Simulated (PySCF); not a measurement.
## AlS: from constants to spectrum

UHF-CCSD(T) constants of AlS, ²Σ⁺ (doublet), unpaired electrons σ ↑ (Al 6-31G(d,p), S 6-31G(d,p); no relativity (PySCF 2.14); masses 26.9815 and 31.9721 u):

| Quantity | Value |
| --- | --- |
| ωe | 624.8 cm⁻¹ |
| ωexe | 3.49 cm⁻¹ |
| Be | 0.27463 cm⁻¹ |
| αe | 0.00169 cm⁻¹ |
| De to Al + S | 3.64 eV |

Problem. What force constant and bond length do these constants imply?

Solution. Reduced mass μred = 14.633 u; k = 5.8918×10⁻⁷·μred·ωe² (u, cm⁻¹, mdyn/Å) = 3.37 mdyn/Å; Re = √(16.8576/(μred·Be)) (u, cm⁻¹, Å) = 2.048 Å.

Problem. Estimate the centrifugal constant D from the Kratzer relation and find the Dunham coefficient a1.

Solution. D = 4Be³/ωe² = 2.12e-07 cm⁻¹; a1 = −1 − αeωe/(6Be²) = -3.33.

Correlated steps freeze 10 core orbitals. Correlated levels converge slowly with the basis: in double zeta they bind strong bonds too weakly, by up to about 1 eV, and carry superposition errors of some tenths. The state is the lowest determinant that a PBE0 search found; another state may lie lower at other levels.
